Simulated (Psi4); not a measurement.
# [BN2H6]− (SMILES N[BH2-]N) at r2SCAN/def2-SVPD

Aim: the energy change on altering one bond length of [BN2H6]− at r2SCAN/def2-SVPD, from 2 runs. 

The results are computed with Psi4 1.11.

3 further runs of the same task are left out: 3 set aside as unsound or not needed.

## (1) The structure to begin with

[BN2H6]− has 9 atoms, charge -1, and is taken as a singlet. SMILES: `N[BH2-]N`. Geometry: relaxed at GFN2-xTB. This is one conformer, not always the lowest.

Bond lengths: N1–B2 1.553 Å, B2–N3 1.553 Å, N1–H4 1.018 Å, N1–H5 1.018 Å, B2–H6 1.224 Å, B2–H7 1.290 Å, N3–H8 1.019 Å, N3–H9 1.018 Å. Some angles: N1–B2–N3 109.2°, N1–B2–H6 109.5°, N1–B2–H7 110.3°, N3–B2–H6 109.5°, N3–B2–H7 110.3°, B2–N1–H4 109.0°, B2–N1–H5 108.3°, B2–N3–H8 109.0°, B2–N3–H9 108.3°, H6–B2–H7 108.0°.

## (2) A single-point energy at r2SCAN/def2-SVPD

job.inp reads:

```
memory 1600 MB

molecule molecule1 {
  -1 1
  N     -0.990090     0.622370    -0.709670
  B      0.340220     0.326560     0.035840
  N      0.071130    -0.691540     1.177600
  H     -1.332370    -0.238940    -1.131860
  H     -0.788570     1.243840    -1.489940
  H      0.782890     1.364650     0.509650
  H      1.216890    -0.143780    -0.784620
  H     -0.259060    -1.565690     0.772080
  H      0.958970    -0.917460     1.620910
  symmetry c1
}

set globals {
  basis def2-SVPD
  reference rks
  puream true
  e_convergence 1e-09
  d_convergence 1e-08
  scf_type pk
  dft_radial_points 99
  dft_spherical_points 590
}

result, w = energy('r2scan', return_wfn=True)
oeprop(w, 'QUADRUPOLE', 'MAYER_INDICES', 'WIBERG_LOWDIN_INDICES', title='R2SCAN')
print_variables()
```

The run is started by

```sh
psi4 -i job.inp -o job.out -n 1
```

job.out:

```text
[...]
  Running in c1 symmetry.
[...]
  Nuclear repulsion =   72.285288279110361
[...]
  Multiplicity = 1
[...]
  Nalpha       = 13
  Nbeta        = 13
[...]
    Number of basis functions: 108
[...]
   @RKS iter   1:  -137.20377328820572   -7.73508e-02   1.02217e-02 DIIS/ADIIS
[...]
   @RKS iter  12:  -137.83194963801623   -1.55183e-11   4.22613e-09 DIIS
[...]
    Orbital Energies [Eh]
    ---------------------
    Doubly Occupied:
       1A    -13.923413     2A    -13.923338     3A     -6.381541
       4A     -0.584521     5A     -0.558071     6A     -0.237183
       7A     -0.232464     8A     -0.205083     9A     -0.115198
      10A     -0.107186    11A     -0.055296    12A     -0.009791
      13A      0.032582
[...]
  @RKS Final Energy:  -137.83194963801623
   => Energetics <=
    Nuclear Repulsion Energy =             72.2852882791103610
    One-Electron Energy =                -334.4261714232837335
    Two-Electron Energy =                 144.5400287523528675
    DFT Exchange-Correlation Energy =     -20.2310952461957356
    Empirical Dispersion Energy =           0.0000000000000000
    VV10 Nonlocal Energy =                  0.0000000000000000
    Total Energy =                       -137.8319496380162263
[...]
 Multipole Moments:
 ------------------------------------------------------------------------------------
     Multipole            Electronic (a.u.)      Nuclear  (a.u.)        Total (a.u.)
 ------------------------------------------------------------------------------------
 L = 1.  Multiply by 2.5417464519 to convert [e a0] to [Debye]
 Dipole X            :         -1.4499723            1.1048690           -0.3451033
 Dipole Y            :          0.0245453           -0.7975904           -0.7730450
 Dipole Z            :          0.8320771           -1.1744842           -0.3424071
 Magnitude           :                                                    0.9132018
 L = 2.  Multiply by 1.3450342976 to convert [e a0^2] to [Debye ang]
 Quadrupole XX       :        -67.4185700           43.8436003          -23.5749697
 Quadrupole XY       :         15.7212880          -15.0247374            0.6965506
[...]
```

It took 40 s on 1 thread of Intel Xeon 6975P-C (Granite Rapids), shared host; peak memory 0.61 GiB.

## (3) The distorted shape: energy and gradient at r2SCAN/def2-SVPD

bh6n2.xyz reads:

```xyz
9
BH6N2
N     -1.121607     0.692930    -0.586586
B      0.208703     0.397120     0.158924
N     -0.060387    -0.620980     1.300684
H     -1.463887    -0.168380    -1.008776
H     -0.920087     1.314400    -1.366856
H      0.651373     1.435210     0.632734
H      1.216890    -0.143780    -0.784620
H     -0.390577    -1.495130     0.895164
H      0.827453    -0.846900     1.743994
```

run.py reads:

```python
import psi4

psi4.set_memory(1600000000)
psi4.set_num_threads(1)
psi4.core.set_output_file('run.log', False)

with open('bh6n2.xyz') as f:
    atoms = ''.join(f.readlines()[2:])
molecule = psi4.geometry('-1 1\n' + atoms + 'symmetry c1\nno_reorient\nno_com')

options = {'basis': 'def2-SVPD', 'reference': 'rks', 'puream': True, 'e_convergence': 1e-09, 'd_convergence': 1e-08, 'scf_type': 'pk', 'dft_radial_points': 99, 'dft_spherical_points': 590}
psi4.set_options(options)

e, wfn = psi4.gradient("r2scan", molecule=molecule, return_wfn=True)
psi4.oeprop(wfn, "MAYER_INDICES", "DIPOLE", "LOWDIN_CHARGES")
print('gradient / Eh bohr^-1')
print(e.np.round(6))
print(f'energy = {wfn.energy():.10f} Eh')
```

The run is started by

```sh
python run.py
```

run.log:

```text
[...]
  Running in c1 symmetry.
[...]
  Nuclear repulsion =   71.766906791777402
[...]
  Multiplicity = 1
[...]
  Nalpha       = 13
  Nbeta        = 13
[...]
    Number of basis functions: 108
[...]
   @RKS iter   1:  -137.20218150463626   -1.11216e-01   1.02088e-02 ADIIS/DIIS
[...]
   @RKS iter  12:  -137.82589692523695   -1.56604e-11   4.65327e-09 DIIS
[...]
    Orbital Energies [Eh]
    ---------------------
    Doubly Occupied:
       1A    -13.930803     2A    -13.930728     3A     -6.403663
       4A     -0.591116     5A     -0.564705     6A     -0.241311
       7A     -0.238180     8A     -0.211229     9A     -0.114782
      10A     -0.105571    11A     -0.062368    12A     -0.016221
      13A      0.028973
[...]
  @RKS Final Energy:  -137.82589692523695
   => Energetics <=
    Nuclear Repulsion Energy =             71.7669067917774015
    One-Electron Energy =                -333.2421168352593668
    Two-Electron Energy =                 143.8372059741565181
    DFT Exchange-Correlation Energy =     -20.1878928559114854
    Empirical Dispersion Energy =           0.0000000000000000
    VV10 Nonlocal Energy =                  0.0000000000000000
    Total Energy =                       -137.8258969252369468
[...]
  -Total Gradient:
     Atom            X                  Y                   Z
    ------   -----------------  -----------------  -----------------
       1       -0.006576450028     0.000035018023    -0.004837773565
       2       -0.005813555445     0.016817975216     0.015034940801
       3       -0.001223842554    -0.006471493171     0.004666884482
       4        0.001532281866     0.001388419271     0.003227950059
       5        0.001318040425    -0.000201864289     0.002588710784
       6       -0.006529618620    -0.006427021566    -0.000813930016
       7        0.018520570898    -0.011298085590    -0.018277805815
       8       -0.000515618709     0.003671438369    -0.000320362225
       9       -0.000764292960     0.002509116726    -0.001222827787
[...]
 Multipole Moments:
 ------------------------------------------------------------------------------------
     Multipole            Electronic (a.u.)      Nuclear  (a.u.)        Total (a.u.)
 ------------------------------------------------------------------------------------
 L = 1.  Multiply by 2.5417464519 to convert [e a0] to [Debye]
 Dipole X            :         13.8208557          -13.8125336            0.0083221
 Dipole Y            :         -5.7926731            4.8843184           -0.9083547
 Dipole Z            :        -11.7936236           11.1587307           -0.6348928
 Magnitude           :                                                    1.1082718
[...]
```

The script printed:

```text
gradient / Eh bohr^-1
[[-6.5760e-03  3.5000e-05 -4.8380e-03]
 [-5.8140e-03  1.6818e-02  1.5035e-02]
 [-1.2240e-03 -6.4710e-03  4.6670e-03]
 [ 1.5320e-03  1.3880e-03  3.2280e-03]
 [ 1.3180e-03 -2.0200e-04  2.5890e-03]
 [-6.5300e-03 -6.4270e-03 -8.1400e-04]
 [ 1.8521e-02 -1.1298e-02 -1.8278e-02]
 [-5.1600e-04  3.6710e-03 -3.2000e-04]
 [-7.6400e-04  2.5090e-03 -1.2230e-03]]
energy = -137.8258969252 Eh
```

Run time: 46 s. Hardware: 1 thread of Intel Xeon 6975P-C (Granite Rapids), shared host; peak memory 0.61 GiB.

## (4) Outcome

Level: r2SCAN/def2-SVPD.

```
                                                              quantity          value
                                             first shape: total energy  -137.83195 Eh
                                              first shape: HOMO energy        0.89 eV
                                              first shape: LUMO energy        4.83 eV
    first shape: HOMO–LUMO gap (to an unbound level, set by the basis)        3.95 eV
                                         distorted shape: total energy  -137.82590 Eh
                                          distorted shape: HOMO energy        0.79 eV
                                          distorted shape: LUMO energy        4.87 eV
distorted shape: HOMO–LUMO gap (to an unbound level, set by the basis)        4.08 eV
                             distorted shape: largest force on an atom     1.459 eV/Å
     energy change with the B2–H7 bond stretched from 1.290 to 1.483 Å       0.165 eV
```

With the B2–H7 bond stretched from 1.290 to 1.483 Å the energy rises by 0.16 eV (15.9 kJ/mol). The first shape isn't relaxed at this level, so the change isn't measured from a minimum. The HOMO (first shape) lies at positive energy, 0.89 eV, as semi-local functionals often give for anions; only total energies tell whether the electron is bound. The HOMO (distorted shape) lies at positive energy, 0.79 eV, as semi-local functionals often give for anions; only total energies tell whether the electron is bound.
